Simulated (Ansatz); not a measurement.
## Isomers of C6H8

2 of its isomers, all singlets with charge 0: A = bicyclo[2.2.0]hex-1(4)-ene `C1CC2=C1CC2`; B = Bicyclo[3.1.0]hex-2-ene `C1=CC2CC2C1`.

Shapes, held fixed at every level: PBE0-D4/def2-TZVP. Flexible molecules stand in one conformer, not always the lowest. Programs: Ansatz 0.2.0.

Electronic energies in kJ/mol, without zero-point or thermal terms.

| level | kind | B − A |
| --- | --- | --- |
| r2SCAN-D4/def2-TZVPP | meta-GGA | -234.4 |
| BHLYP-D4/def2-TZVPP | global hybrid | -240.7 |
| r2SCAN0-D4/def2-TZVPP | global hybrid | -239.6 |
| wB97M-V/def2-TZVPP | range-separated hybrid | -227.0 |
| wB97X-V/def2-TZVPP | range-separated hybrid | -229.8 |
| CCSD(T)/def2-SVP | coupled cluster or CI | -235.1 |
| CCSD(T)/CBS estimate | coupled cluster or CI | -228.2 |

The highest level, CCSD(T)/CBS estimate, puts B lowest of these. All levels agree on that. The B − A difference spans -240.7 to -227.0 kJ/mol over the levels. The CBS estimate extrapolates MP2 from def2-TZVPP and def2-QZVPP and adds CCSD(T) − MP2 in the triple-zeta set, cores frozen.
